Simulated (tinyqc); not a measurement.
ROHF in the sto-6g basis, for CH3, spin multiplicity 2, step by step (part 1 of 3). Computed by tinyqc, a small Python program that keeps every step (integrals from PySCF). Settings: charge = 0, multiplicity = 2, basis = sto-6g, energy threshold = 1e-10, iteration cap = 64, orthogonalisation = symmetric, start = core, DIIS depth = 0, method = ROHF. Command: `OMP_NUM_THREADS=1 python tinyqc.py 26404 26405 out.jsonl` (the two numbers bound the seeds that draw the settings). One thread of a shared host (Intel(R) Xeon(R) Processor @ 2.60GHz), about 0.2 s of CPU time with the checks. Later iterations appear only in the table of the cycle.

## One-electron integrals

Geometry (angstrom):
```
atom          x          y         z
C      0.000000   0.000000  0.027000
H      1.244000   0.000000  0.000000
H     -0.622000   1.077000  0.000000
H     -0.622000  -1.077000  0.000000
```

Basis sto-6g: exponents (1/bohr^2) and contraction coefficients of normalised primitives:
```
element  l (shell)    exponent  coefficient
C            s (1)  742.737049     0.009164
C            s (1)  136.180025     0.049361
C            s (1)   38.098264     0.168538
C            s (1)   13.087782     0.370563
C            s (1)    5.082369     0.416492
C            s (1)    2.093200     0.130334
C            s (2)   30.497239    -0.013253
C            s (2)    6.036200    -0.046992
C            s (2)    1.876046    -0.033785
C            s (2)    0.721783     0.250242
C            s (2)    0.313471     0.595117
C            s (2)    0.143687     0.240706
C            p (3)   30.497239     0.003760
C            p (3)    6.036200     0.037679
C            p (3)    1.876046     0.173897
C            p (3)    0.721783     0.418036
C            p (3)    0.313471     0.425860
C            p (3)    0.143687     0.101708
H            s (1)   35.523221     0.009164
H            s (1)    6.513144     0.049361
H            s (1)    1.822143     0.168538
H            s (1)    0.625955     0.370563
H            s (1)    0.243077     0.416492
H            s (1)    0.100112     0.130334
```

Overlap, kinetic and nuclear-attraction integrals over the contracted functions; the nuclear repulsion is the sum of Za Zb / Rab.

nuclear repulsion = 8.39319495 hartree

overlap S, order 1C 1s, 1C 2s, 1C 2px, 1C 2py, 1C 2pz, 2H 1s, 3H 1s, 4H 1s:
$$\begin{pmatrix}
1.000000 & 0.243228 & 0.000000 & 0.000000 & 0.000000 & 0.045390 & 0.045421 & 0.045421 \\
0.243228 & 1.000000 & 0.000000 & 0.000000 & 0.000000 & 0.406612 & 0.406764 & 0.406764 \\
0.000000 & 0.000000 & 1.000000 & 0.000000 & 0.000000 & 0.410680 & -0.205444 & -0.205444 \\
0.000000 & 0.000000 & 0.000000 & 1.000000 & 0.000000 & 0.000000 & 0.355728 & -0.355728 \\
0.000000 & 0.000000 & 0.000000 & 0.000000 & 1.000000 & -0.008913 & -0.008918 & -0.008918 \\
0.045390 & 0.406612 & 0.410680 & 0.000000 & -0.008913 & 1.000000 & 0.093340 & 0.093340 \\
0.045421 & 0.406764 & -0.205444 & 0.355728 & -0.008918 & 0.093340 & 1.000000 & 0.093417 \\
0.045421 & 0.406764 & -0.205444 & -0.355728 & -0.008918 & 0.093340 & 0.093417 & 1.000000
\end{pmatrix}$$

kinetic energy T (hartree), order 1C 1s, 1C 2s, 1C 2px, 1C 2py, 1C 2pz, 2H 1s, 3H 1s, 4H 1s:
$$\begin{pmatrix}
16.068641 & -0.492789 & 0.000000 & 0.000000 & 0.000000 & -0.009437 & -0.009436 & -0.009436 \\
-0.492789 & 0.492405 & 0.000000 & 0.000000 & 0.000000 & 0.062510 & 0.062581 & 0.062581 \\
0.000000 & 0.000000 & 1.479234 & 0.000000 & 0.000000 & 0.179399 & -0.089789 & -0.089789 \\
0.000000 & 0.000000 & 0.000000 & 1.479234 & 0.000000 & 0.000000 & 0.155470 & -0.155470 \\
0.000000 & 0.000000 & 0.000000 & 0.000000 & 1.479234 & -0.003894 & -0.003898 & -0.003898 \\
-0.009437 & 0.062510 & 0.179399 & 0.000000 & -0.003894 & 0.768522 & -0.012123 & -0.012123 \\
-0.009436 & 0.062581 & -0.089789 & 0.155470 & -0.003898 & -0.012123 & 0.768522 & -0.012124 \\
-0.009436 & 0.062581 & -0.089789 & -0.155470 & -0.003898 & -0.012123 & -0.012124 & 0.768522
\end{pmatrix}$$

nuclear attraction V (hartree), order 1C 1s, 1C 2s, 1C 2px, 1C 2py, 1C 2pz, 2H 1s, 3H 1s, 4H 1s:
$$\begin{pmatrix}
-35.284011 & -3.928794 & 0.000010 & 0.000000 & 0.000893 & -0.821651 & -0.822205 & -0.822205 \\
-3.928794 & -6.418414 & 0.000087 & 0.000000 & 0.009192 & -2.129342 & -2.130344 & -2.130344 \\
0.000010 & 0.000087 & -6.466765 & 0.000000 & -0.000002 & -1.990720 & 0.995995 & 0.995995 \\
0.000000 & 0.000000 & 0.000000 & -6.466769 & 0.000000 & 0.000000 & -1.724542 & 1.724542 \\
0.000893 & 0.009192 & -0.000002 & 0.000000 & -6.321001 & 0.044978 & 0.045005 & 0.045005 \\
-0.821651 & -2.129342 & -1.990720 & 0.000000 & 0.044978 & -4.253042 & -0.439568 & -0.439568 \\
-0.822205 & -2.130344 & 0.995995 & -1.724542 & 0.045005 & -0.439568 & -4.253653 & -0.439940 \\
-0.822205 & -2.130344 & 0.995995 & 1.724542 & 0.045005 & -0.439568 & -0.439940 & -4.253653
\end{pmatrix}$$

core Hamiltonian H = T + V (hartree), order 1C 1s, 1C 2s, 1C 2px, 1C 2py, 1C 2pz, 2H 1s, 3H 1s, 4H 1s:
$$\begin{pmatrix}
-19.215370 & -4.421583 & 0.000010 & 0.000000 & 0.000893 & -0.831088 & -0.831642 & -0.831642 \\
-4.421583 & -5.926009 & 0.000087 & 0.000000 & 0.009192 & -2.066832 & -2.067763 & -2.067763 \\
0.000010 & 0.000087 & -4.987531 & 0.000000 & -0.000002 & -1.811321 & 0.906206 & 0.906206 \\
0.000000 & 0.000000 & 0.000000 & -4.987535 & 0.000000 & 0.000000 & -1.569072 & 1.569072 \\
0.000893 & 0.009192 & -0.000002 & 0.000000 & -4.841767 & 0.041084 & 0.041108 & 0.041108 \\
-0.831088 & -2.066832 & -1.811321 & 0.000000 & 0.041084 & -3.484520 & -0.451691 & -0.451691 \\
-0.831642 & -2.067763 & 0.906206 & -1.569072 & 0.041108 & -0.451691 & -3.485131 & -0.452063 \\
-0.831642 & -2.067763 & 0.906206 & 1.569072 & 0.041108 & -0.451691 & -0.452063 & -3.485131
\end{pmatrix}$$

## Two-electron integrals

Functions are numbered as in S; the eight-fold symmetry (ij|kl) = (ji|kl) = (kl|ij) leaves the list below.

Two-electron integrals (ij|kl) in chemists' order, unique and non-zero (hartree):
```
(11|11) 3.543743    (21|11) 0.529462    (21|21) 0.100317    (22|11) 0.853596
(22|21) 0.199930    (22|22) 0.624844    (31|31) 0.021271    (32|31) 0.031868
(32|32) 0.138108    (33|11) 0.853598    (33|21) 0.199930    (33|22) 0.624843
(33|33) 0.673218    (41|41) 0.021271    (42|41) 0.031868    (42|42) 0.138108
(43|43) 0.036281    (44|11) 0.853598    (44|21) 0.199930    (44|22) 0.624843
(44|33) 0.600655    (44|44) 0.673218    (51|51) 0.021271    (52|51) 0.031868
(52|52) 0.138108    (53|53) 0.036281    (54|54) 0.036281    (55|11) 0.853598
(55|21) 0.199930    (55|22) 0.624843    (55|33) 0.600655    (55|44) 0.600655
(55|55) 0.673218    (61|11) 0.103971    (61|21) 0.018972    (61|22) 0.037222
(61|31) 0.001245    (61|32) 0.002417    (61|33) 0.037502    (61|44) 0.037082
(61|51) -0.000027   (61|52) -0.000052   (61|53) -0.000009   (61|55) 0.037082
(61|61) 0.003689    (62|11) 0.259866    (62|21) 0.061828    (62|22) 0.214152
(62|31) 0.006291    (62|32) 0.042760    (62|33) 0.224503    (62|44) 0.208973
(62|51) -0.000137   (62|52) -0.000928   (62|53) -0.000337   (62|55) 0.208981
(62|61) 0.012084    (62|62) 0.098971    (63|11) 0.228486    (63|21) 0.055102
(63|22) 0.201978    (63|31) 0.011252    (63|32) 0.070392    (63|33) 0.221952
(63|44) 0.191988    (63|51) -0.000104   (63|52) -0.000800   (63|53) -0.000471
(63|55) 0.191995    (63|61) 0.011266    (63|62) 0.110680    (63|63) 0.133162
(64|41) 0.006473    (64|42) 0.033543    (64|43) 0.008246    (64|54) -0.000179
(64|64) 0.011712    (65|11) -0.004959   (65|21) -0.001196   (65|22) -0.004384
(65|31) -0.000104   (65|32) -0.000800   (65|33) -0.004459   (65|44) -0.004167
(65|51) 0.006475    (65|52) 0.033560    (65|53) 0.008253    (65|55) -0.004525
(65|61) -0.000245   (65|62) -0.002402   (65|63) -0.002636   (65|65) 0.011769
(66|11) 0.420031    (66|21) 0.101869    (66|22) 0.401214    (66|31) 0.012497
(66|32) 0.114921    (66|33) 0.442660    (66|44) 0.380476    (66|51) -0.000271
(66|52) -0.002494   (66|53) -0.001350   (66|55) 0.380505    (66|61) 0.020216
(66|62) 0.239863    (66|63) 0.295663    (66|65) -0.006417   (66|66) 0.774999
(71|11) 0.104041    (71|21) 0.018984    (71|22) 0.037247    (71|31) -0.000623
(71|32) -0.001210   (71|33) 0.037212    (71|41) 0.001079    (71|42) 0.002095
(71|43) -0.000182   (71|44) 0.037422    (71|51) -0.000027   (71|52) -0.000053
(71|53) 4.56e-06    (71|54) -0.000008   (71|55) 0.037107    (71|61) 0.003572
(71|62) 0.011266    (71|63) 0.009815    (71|64) 0.000410    (71|65) -0.000228
(71|66) 0.018467    (71|71) 0.003694    (72|11) 0.259990    (72|21) 0.061857
(72|22) 0.214247    (72|31) -0.003148   (72|32) -0.021393   (72|33) 0.212952
(72|41) 0.005450    (72|42) 0.037043    (72|43) -0.006728   (72|44) 0.220716
(72|51) -0.000137   (72|52) -0.000929   (72|53) 0.000169    (72|54) -0.000292
(72|55) 0.209074    (72|61) 0.011264    (72|62) 0.068547    (72|63) 0.060557
(72|64) 0.008121    (72|65) -0.001620   (72|66) 0.127519    (72|71) 0.012098
(72|72) 0.099050    (73|11) -0.114314   (73|21) -0.027568   (73|22) -0.101049
(73|31) 0.007672    (73|32) 0.042780    (73|33) -0.105988   (73|41) -0.002071
(73|42) -0.015964   (73|43) 0.010063    (73|44) -0.101104   (73|51) 0.000052
(73|52) 0.000400    (73|53) -0.000252   (73|54) 0.000127    (73|55) -0.096054
(73|61) -0.004553   (73|62) -0.023249   (73|63) -0.014045   (73|64) -0.001955
(73|65) 0.000541    (73|66) -0.037069   (73|71) -0.005640   (73|72) -0.055393
(73|73) 0.042119    (74|11) 0.197935    (74|21) 0.047734    (74|22) 0.174967
(74|31) -0.002071   (74|32) -0.015964   (74|33) 0.169231    (74|41) 0.010062
(74|42) 0.061202    (74|43) -0.009179   (74|44) 0.189351    (74|51) -0.000090
(74|52) -0.000693   (74|53) 0.000127    (74|54) -0.000398   (74|55) 0.166318
(74|61) 0.008702    (74|62) 0.056496    (74|63) 0.049758    (74|64) 0.013561
(74|65) -0.001308   (74|66) 0.105939    (74|71) 0.009766    (74|72) 0.095913
(74|73) -0.052631   (74|74) 0.102854    (75|11) -0.004962   (75|21) -0.001197
(75|22) -0.004386   (75|31) 0.000052    (75|32) 0.000400    (75|33) -0.004243
(75|41) -0.000090   (75|42) -0.000693   (75|43) 0.000127    (75|44) -0.004389
(75|51) 0.006479    (75|52) 0.033578    (75|53) -0.004129   (75|54) 0.007150
(75|55) -0.004528   (75|61) -0.000228   (75|62) -0.001620   (75|63) -0.001404
(75|64) -0.000186   (75|65) 0.007529    (75|66) -0.003179   (75|71) -0.000245
(75|72) -0.002404   (75|73) 0.001319    (75|74) -0.002285   (75|75) 0.011780
(76|11) 0.052612    (76|21) 0.012559    (76|22) 0.045072    (76|31) 0.000531
(76|32) 0.003844    (76|33) 0.045468    (76|41) 0.000920    (76|42) 0.006658
(76|43) 0.000319    (76|44) 0.045836    (76|51) -0.000046   (76|52) -0.000334
(76|53) -0.000046   (76|54) -0.000079   (76|55) 0.043913    (76|61) 0.002388
(76|62) 0.018440    (76|63) 0.019176    (76|64) 0.002007    (76|65) -0.000492
(76|66) 0.041658    (76|71) 0.002389    (76|72) 0.018447    (76|73) -0.007854
(76|74) 0.017614    (76|75) -0.000492   (76|76) 0.004287    (77|11) 0.420123
(77|21) 0.101891    (77|22) 0.401286    (77|31) -0.006253   (77|32) -0.057488
(77|33) 0.396099    (77|41) 0.010826    (77|42) 0.099541    (77|43) -0.026938
(77|44) 0.427185    (77|51) -0.000271   (77|52) -0.002495   (77|53) 0.000675
(77|54) -0.001169   (77|55) 0.380571    (77|61) 0.018459    (77|62) 0.127483
(77|63) 0.110258    (77|64) 0.020875    (77|65) -0.003178   (77|66) 0.245124
(77|71) 0.020234    (77|72) 0.239973    (77|73) -0.147922   (77|74) 0.256129
(77|75) -0.006421   (77|76) 0.041658    (77|77) 0.774999    (81|11) 0.104041
(81|21) 0.018984    (81|22) 0.037247    (81|31) -0.000623   (81|32) -0.001210
(81|33) 0.037212    (81|41) -0.001079   (81|42) -0.002095   (81|43) 0.000182
(81|44) 0.037422    (81|51) -0.000027   (81|52) -0.000053   (81|53) 4.56e-06
(81|54) 0.000008    (81|55) 0.037107    (81|61) 0.003572    (81|62) 0.011266
(81|63) 0.009815    (81|64) -0.000410   (81|65) -0.000228   (81|66) 0.018467
(81|71) 0.003575    (81|72) 0.011272    (81|73) -0.005266   (81|74) 0.008298
(81|75) -0.000229   (81|76) 0.002258    (81|77) 0.018471    (81|81) 0.003694
(82|11) 0.259990    (82|21) 0.061857    (82|22) 0.214247    (82|31) -0.003148
(82|32) -0.021393   (82|33) 0.212952    (82|41) -0.005450   (82|42) -0.037043
(82|43) 0.006728    (82|44) 0.220716    (82|51) -0.000137   (82|52) -0.000929
(82|53) 0.000169    (82|54) 0.000292    (82|55) 0.209074    (82|61) 0.011264
(82|62) 0.068547    (82|63) 0.060557    (82|64) -0.008121   (82|65) -0.001620
(82|66) 0.127519    (82|71) 0.011272    (82|72) 0.068582    (82|73) -0.037337
(82|74) 0.048398    (82|75) -0.001621   (82|76) 0.013734    (82|77) 0.127549
(82|81) 0.012098    (82|82) 0.099050    (83|11) -0.114314   (83|21) -0.027568
(83|22) -0.101049   (83|31) 0.007672    (83|32) 0.042780    (83|33) -0.105988
(83|41) 0.002071    (83|42) 0.015964    (83|43) -0.010063   (83|44) -0.101104
(83|51) 0.000052    (83|52) 0.000400    (83|53) -0.000252   (83|54) -0.000127
(83|55) -0.096054   (83|61) -0.004553   (83|62) -0.023249   (83|63) -0.014045
(83|64) 0.001955    (83|65) 0.000541    (83|66) -0.037069   (83|71) -0.005266
(83|72) -0.037337   (83|73) 0.027386    (83|74) -0.025872   (83|75) 0.000863
(83|76) -0.005828   (83|77) -0.073260   (83|81) -0.005640   (83|82) -0.055393
(83|83) 0.042119    (84|11) -0.197935   (84|21) -0.047734   (84|22) -0.174967
(84|31) 0.002071    (84|32) 0.015964    (84|33) -0.169231   (84|41) 0.010062
(84|42) 0.061202    (84|43) -0.009179   (84|44) -0.189351   (84|51) 0.000090
(84|52) 0.000693    (84|53) -0.000127   (84|54) -0.000398   (84|55) -0.166318
(84|61) -0.008702   (84|62) -0.056496   (84|63) -0.049758   (84|64) 0.013561
(84|65) 0.001308    (84|66) -0.105939   (84|71) -0.008298   (84|72) -0.048398
(84|73) 0.025872    (84|74) -0.027843   (84|75) 0.001123    (84|76) -0.010091
(84|77) -0.085072   (84|81) -0.009766   (84|82) -0.095913   (84|83) 0.052631
(84|84) 0.102854    (85|11) -0.004962   (85|21) -0.001197   (85|22) -0.004386
(85|31) 0.000052    (85|32) 0.000400    (85|33) -0.004243   (85|41) 0.000090
(85|42) 0.000693    (85|43) -0.000127   (85|44) -0.004389   (85|51) 0.006479
(85|52) 0.033578    (85|53) -0.004129   (85|54) -0.007150   (85|55) -0.004528
(85|61) -0.000228   (85|62) -0.001620   (85|63) -0.001404   (85|64) 0.000186
(85|65) 0.007529    (85|66) -0.003179   (85|71) -0.000229   (85|72) -0.001621
(85|73) 0.000863    (85|74) -0.001123   (85|75) 0.007534    (85|76) -0.000355
(85|77) -0.003180   (85|81) -0.000245   (85|82) -0.002404   (85|83) 0.001319
(85|84) 0.002285    (85|85) 0.011780    (86|11) 0.052612    (86|21) 0.012559
(86|22) 0.045072    (86|31) 0.000531    (86|32) 0.003844    (86|33) 0.045468
(86|41) -0.000920   (86|42) -0.006658   (86|43) -0.000319   (86|44) 0.045836
(86|51) -0.000046   (86|52) -0.000334   (86|53) -0.000046   (86|54) 0.000079
(86|55) 0.043913    (86|61) 0.002388    (86|62) 0.018440    (86|63) 0.019176
(86|64) -0.002007   (86|65) -0.000492   (86|66) 0.041658    (86|71) 0.002258
(86|72) 0.013734    (86|73) -0.005828   (86|74) 0.010091    (86|75) -0.000355
(86|76) 0.003342    (86|77) 0.025390    (86|81) 0.002389    (86|82) 0.018447
(86|83) -0.007854   (86|84) -0.017614   (86|85) -0.000492   (86|86) 0.004287
(87|11) 0.052655    (87|21) 0.012569    (87|22) 0.045110    (87|31) -0.001064
(87|32) -0.007696   (87|33) 0.046059    (87|44) 0.045321    (87|51) -0.000046
(87|52) -0.000334   (87|53) 0.000092    (87|55) 0.043949    (87|61) 0.002258
(87|62) 0.013738    (87|63) 0.011658    (87|65) -0.000355   (87|66) 0.025406
(87|71) 0.002391    (87|72) 0.018463    (87|73) -0.011342   (87|74) 0.015620
(87|75) -0.000492   (87|76) 0.003345    (87|77) 0.041698    (87|81) 0.002391
(87|82) 0.018463    (87|83) -0.011342   (87|84) -0.015620   (87|85) -0.000492
(87|86) 0.003345    (87|87) 0.004295    (88|11) 0.420123    (88|21) 0.101891
(88|22) 0.401286    (88|31) -0.006253   (88|32) -0.057488   (88|33) 0.396099
(88|41) -0.010826   (88|42) -0.099541   (88|43) 0.026938    (88|44) 0.427185
(88|51) -0.000271   (88|52) -0.002495   (88|53) 0.000675    (88|54) 0.001169
(88|55) 0.380571    (88|61) 0.018459    (88|62) 0.127483    (88|63) 0.110258
(88|64) -0.020875   (88|65) -0.003178   (88|66) 0.245124    (88|71) 0.018471
(88|72) 0.127549    (88|73) -0.073260   (88|74) 0.085072    (88|75) -0.003180
(88|76) 0.025390    (88|77) 0.245180    (88|81) 0.020234    (88|82) 0.239973
(88|83) -0.147922   (88|84) -0.256129   (88|85) -0.006421   (88|86) 0.041658
(88|87) 0.041698    (88|88) 0.774999
```

## Orthogonalisation

S = U s U^T; symmetric (Loewdin) form X = U s^(-1/2) U^T, so that X^T S X = 1.

eigenvalues of S: [0.354534, 0.448052, 0.448121, 0.970503, 1.000861, 1.458531, 1.458565, 1.860834]

X, order 1C 1s, 1C 2s, 1C 2px, 1C 2py, 1C 2pz, 2H 1s, 3H 1s, 4H 1s:
$$\begin{pmatrix}
1.026133 & -0.151267 & 0.000007 & 0.000000 & 0.000532 & 0.020804 & 0.020809 & 0.020809 \\
-0.151267 & 1.273810 & -0.000094 & 0.000000 & -0.005370 & -0.255739 & -0.255894 & -0.255894 \\
0.000007 & -0.000094 & 1.130180 & 0.000000 & 0.000002 & -0.270598 & 0.135390 & 0.135390 \\
0.000000 & 0.000000 & 0.000000 & 1.130204 & 0.000000 & 0.000000 & -0.234432 & 0.234432 \\
0.000532 & -0.005370 & 0.000002 & 0.000000 & 1.000115 & 0.005500 & 0.005504 & 0.005504 \\
0.020804 & -0.255739 & -0.270598 & 0.000000 & 0.005500 & 1.170091 & -0.021529 & -0.021529 \\
0.020809 & -0.255894 & 0.135390 & -0.234432 & 0.005504 & -0.021529 & 1.170238 & -0.021530 \\
0.020809 & -0.255894 & 0.135390 & 0.234432 & 0.005504 & -0.021529 & -0.021530 & 1.170238
\end{pmatrix}$$

## Starting guess

The start is the orbitals of the core Hamiltonian; D(s) = C_occ C_occ^T for each spin.

D(alpha) at the start, order 1C 1s, 1C 2s, 1C 2px, 1C 2py, 1C 2pz, 2H 1s, 3H 1s, 4H 1s:
$$\begin{pmatrix}
1.072892 & -0.319994 & 0.000020 & 0.000000 & 0.001422 & 0.038766 & 0.038783 & 0.038783 \\
-0.319994 & 1.387294 & -0.000126 & 0.000000 & -0.008104 & -0.154059 & -0.154138 & -0.154138 \\
0.000020 & -0.000126 & 1.205959 & 0.000000 & 0.000004 & -0.205920 & 0.103028 & 0.103028 \\
0.000000 & 0.000000 & 0.000000 & 1.205972 & 0.000000 & 0.000000 & -0.178372 & 0.178372 \\
0.001422 & -0.008104 & 0.000004 & 0.000000 & 1.000195 & 0.004515 & 0.004518 & 0.004518 \\
0.038766 & -0.154059 & -0.205920 & 0.000000 & 0.004515 & 0.052298 & -0.000450 & -0.000450 \\
0.038783 & -0.154138 & 0.103028 & -0.178372 & 0.004518 & -0.000450 & 0.052332 & -0.000434 \\
0.038783 & -0.154138 & 0.103028 & 0.178372 & 0.004518 & -0.000450 & -0.000434 & 0.052332
\end{pmatrix}$$

D(beta) at the start, order 1C 1s, 1C 2s, 1C 2px, 1C 2py, 1C 2pz, 2H 1s, 3H 1s, 4H 1s:
$$\begin{pmatrix}
1.072858 & -0.319843 & 0.000020 & 0.000000 & 0.007268 & 0.038770 & 0.038788 & 0.038788 \\
-0.319843 & 1.386630 & -0.000126 & 0.000000 & -0.033859 & -0.154079 & -0.154158 & -0.154158 \\
0.000020 & -0.000126 & 1.205959 & 0.000000 & 0.000003 & -0.205920 & 0.103028 & 0.103028 \\
0.000000 & 0.000000 & 0.000000 & 1.205972 & 0.000000 & 0.000000 & -0.178372 & 0.178372 \\
0.007268 & -0.033859 & 0.000003 & 0.000000 & 0.000827 & 0.003760 & 0.003762 & 0.003762 \\
0.038770 & -0.154079 & -0.205920 & 0.000000 & 0.003760 & 0.052297 & -0.000451 & -0.000451 \\
0.038788 & -0.154158 & 0.103028 & -0.178372 & 0.003762 & -0.000451 & 0.052331 & -0.000434 \\
0.038788 & -0.154158 & 0.103028 & 0.178372 & 0.003762 & -0.000451 & -0.000434 & 0.052331
\end{pmatrix}$$
